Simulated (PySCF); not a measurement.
Compound: C₄H₈FN.
Z-matrix (Å and degrees, PBE0-D3(BJ)/def2-SVP geometry), rows numbered from 1:
```
C 
N   1  1.4348
C   2  1.2644  1  118.50
C   3  1.4957  2  122.01  1  -179.82
C   4  1.5145  3  112.84  2  -123.94
F   5  1.3761  4  110.10  3   -62.11
H   1  1.1026  2  109.46  3   121.21
H   1  1.1024  2  109.41  3  -122.84
H   1  1.1089  2  114.22  3    -0.80
H   3  1.1113  2  121.96  1     0.83
H   4  1.1047  3  109.25  2   115.95
H   4  1.1007  3  108.59  2    -1.61
H   5  1.1041  4  110.81  3    57.69
H   5  1.1033  4  110.65  3   177.87
```

The closed-shell ground state was solved at several levels (PySCF, density fitting, gas phase, non-relativistic).

```
              level  basis functions  HOMO (eV)  LUMO (eV)  gap (eV)  dipole (D)
BHandHLYP/def2-SVPD              187      -8.78       0.81      9.59        0.37
      LDA/def2-SVPD              187      -5.94      -1.61      4.33        0.37
      PBE/def2-SVPD              187      -5.85      -1.38      4.47        0.36
    B3LYP/def2-SVPD              187      -7.11      -0.55      6.56        0.37
     PBE0/def2-SVPD              187      -7.33      -0.28      7.05        0.35
CAM-B3LYP/def2-SVPD              187      -8.77       0.83      9.60        0.35
  LC-wPBE/def2-SVPD              187     -10.09       2.06     12.15        0.30
  wB97X-D/def2-SVPD              187      -9.24       1.57     10.81        0.32
      PBE0/def2-SVP              124      -7.12       0.03      7.15        0.32
       HF/def2-SVPD              187     -11.05       2.75     13.80        0.37
```

**Question.** Estimate the row for PBE0/6-31G*, a basis of 100 functions; the other rows only guide the guess.

**Answer.** HOMO -7.03 eV, LUMO 0.24 eV, gap 7.27 eV, dipole 0.23 D.

**Question.** Over all these levels, which gives the widest orbital gap and which the narrowest?

**Answer.** HF/def2-SVPD (Hartree–Fock, all exact exchange) has the widest, 13.80 eV, and LDA/def2-SVPD (LDA) the narrowest, 4.33 eV. The two share the basis. From the narrowest to the widest the HOMO moves by -5.11 eV and the LUMO by +4.36 eV.

**Question.** How much does the basis alone move the frontier levels among the 3 PBE0 rows (the withheld one included)?

**Answer.** The HOMO by 0.30 eV and the LUMO by 0.52 eV. By rising basis size (HOMO, LUMO in eV): 6-31G* -7.03, 0.24; def2-SVP -7.12, 0.03; def2-SVPD -7.33, -0.28.

**Question.** In the def2-SVPD basis, how does the gap go with the fixed share of exact exchange?

**Answer.** LDA (0 %) 4.33 eV; PBE (0 %) 4.47 eV; B3LYP (20 %) 6.56 eV; PBE0 (25 %) 7.05 eV; BHandHLYP (50 %) 9.59 eV; HF (100 %) 13.80 eV. Each rise in the share widens the gap here.

**Question.** How far do the dipole and the HOMO energy spread over the levels?

**Answer.** The dipole runs from 0.23 to 0.37 D (mean 0.34 D) and the HOMO from -11.05 to -5.85 eV.

One conformer stands for the species.
